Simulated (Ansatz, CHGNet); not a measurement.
Polycrystal shear modulus (GPa) of 23 elemental metals, computed with the machine-learned potential CHGNet-r²SCAN (trained on r²SCAN data) and with PBE (plane waves, PAW; Ansatz, a program for electronic structure). The set holds measured phases with no doubt noted on the run or the magnetic state but for the caveats below. 5 more of the class have both values but aren't in it, for one of these reasons: built or high-temperature cells, doubts on the run or the magnetic state, unlike cells, values of zero, layered or molecular crystals. Solids without a value at one level (not run, failed, or a magnetic order lost), or held back for tests, aren't counted.

All rows, in order of the shift (worked out from unrounded values):

```json
[
 {"solid": "bcc K", "CHGNet-r²SCAN": "1.93", "PBE": "1.18", "shift (%)": "-39"},
 {"solid": "fcc Sr", "CHGNet-r²SCAN": "6.44", "PBE": "5.71", "shift (%)": "-11.3"},
 {"solid": "bcc Na", "CHGNet-r²SCAN": "2.97", "PBE": "2.90", "shift (%)": "-2.3"},
 {"solid": "hcp Tl", "CHGNet-r²SCAN": "3.32", "PBE": "4.74", "shift (%)": "+43"},
 {"solid": "fcc Cu", "CHGNet-r²SCAN": "35.8", "PBE": "52.4", "shift (%)": "+46"},
 {"solid": "fcc Ag", "CHGNet-r²SCAN": "18.5", "PBE": "27.9", "shift (%)": "+51"},
 {"solid": "fcc Al", "CHGNet-r²SCAN": "15.9", "PBE": "24.3", "shift (%)": "+53"},
 {"solid": "fcc Ni", "CHGNet-r²SCAN": "46.5", "PBE": "98.6", "shift (%)": "+112"},
 {"solid": "bcc Li", "CHGNet-r²SCAN": "2.35", "PBE": "5.05", "shift (%)": "+115"},
 {"solid": "fcc Ca", "CHGNet-r²SCAN": "3.88", "PBE": "8.54", "shift (%)": "+120"},
 {"solid": "white tin (β-Sn)", "CHGNet-r²SCAN": "4.26", "PBE": "9.64", "shift (%)": "+126"},
 {"solid": "hcp Mg", "CHGNet-r²SCAN": "8.38", "PBE": "20.1", "shift (%)": "+140"},
 {"solid": "hcp Co", "CHGNet-r²SCAN": "35.2", "PBE": "104", "shift (%)": "+194"},
 {"solid": "α-phase Ga", "CHGNet-r²SCAN": "8.91", "PBE": "30.1", "shift (%)": "+238"},
 {"solid": "hcp Sc", "CHGNet-r²SCAN": "9.20", "PBE": "32.1", "shift (%)": "+249"},
 {"solid": "hcp Ti", "CHGNet-r²SCAN": "13.5", "PBE": "47.4", "shift (%)": "+251"},
 {"solid": "hcp Zr", "CHGNet-r²SCAN": "9.01", "PBE": "34.4", "shift (%)": "+283"},
 {"solid": "hcp Be", "CHGNet-r²SCAN": "39.6", "PBE": "162", "shift (%)": "+310"},
 {"solid": "hcp Os", "CHGNet-r²SCAN": "61.8", "PBE": "263", "shift (%)": "+325"},
 {"solid": "fcc Ir", "CHGNet-r²SCAN": "47.3", "PBE": "221", "shift (%)": "+367"},
 {"solid": "hcp Cd", "CHGNet-r²SCAN": "2.36", "PBE": "13.6", "shift (%)": "+477"},
 {"solid": "fcc Pb", "CHGNet-r²SCAN": "1.77", "PBE": "10.9", "shift (%)": "+513"},
 {"solid": "hcp Y", "CHGNet-r²SCAN": "3.17", "PBE": "26.5", "shift (%)": "+734"}
]
```

The shift from CHGNet-r²SCAN to PBE has a median of +140 %, and eight in ten lie between +6.7 % and +455 %; PBE is the larger in 20 of 23. Each level is at its own cell, so the shift holds the change of volume too.

Ansatz's runs of these crystals have no spin polarisation, but for hcp Co, fcc Ni.

Density-functional runs with spin start from parallel moments for hcp Co, parallel moments for fcc Ni.

Spin–orbit coupling is left out, also for the solids with elements from indium on (hcp Os, white tin (β-Sn), hcp Tl, fcc Ir, fcc Pb); its size isn't shown.

Each level is taken at its own relaxed cell. Ansatz's density-functional and Hartree–Fock values are scalar-relativistic unless marked +SOC, with PAW data made under PBE.
